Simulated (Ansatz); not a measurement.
# BFH2: the cost of one run

Method: RKS B3LYP-D4/cc-pVDZ, in Ansatz 0.2.0.

## Step 1: Starting point

Bond lengths: B1–F2 1.520 Å, B1–H4 1.190 Å. Angles: F2–B1–H4 155.3°.

Structure file:

```xyz
4

B     0.0000    0.0000    0.0000
F     0.8785    0.0000    1.2404
H     1.3883    0.0000    0.0683
H    -1.0305    0.0000   -0.5950
```

## Step 2: A restrained relaxation towards end A

Springs on the bonds that form and break draw the guess towards this end; the thresholds are loose.

File input.yaml:

```yaml
crystal:
  periodic: [false, false, false]
  atoms:
    - { symbol: B, position_ang: [0.0, 0.0, 0.0] }
    - { symbol: F, position_ang: [0.8785, 0.0, 1.2404] }
    - { symbol: H, position_ang: [1.3883, 0.0, 0.0683] }
    - { symbol: H, position_ang: [-1.0305, 0.0, -0.595] }
basis:
  gaussian: { orbitals: cc-pVDZ }
hamiltonian:
  xc: b3lyp
  dispersion: d4
relax:
  f_tol: 0.15
  max_steps: 25
  restrain:
    - { distance: [1, 2], at: 2.12, k: 30.0 }
    - { distance: [0, 1], at: 1.32, k: 30.0 }
    - { distance: [0, 2], at: 1.19, k: 30.0 }
```

Run with:

```bash
ansatz run input.yaml --threads 1 --pin off --max-ram 2048MiB --backend cpu --events-out ev --progress --plain --runs-dir out
```

**Question.** How long does this run take on 1 thread of Arm Neoverse V1, shared host, and how much memory does it need?

About 3.8 s, with a peak of 0.093 GiB.
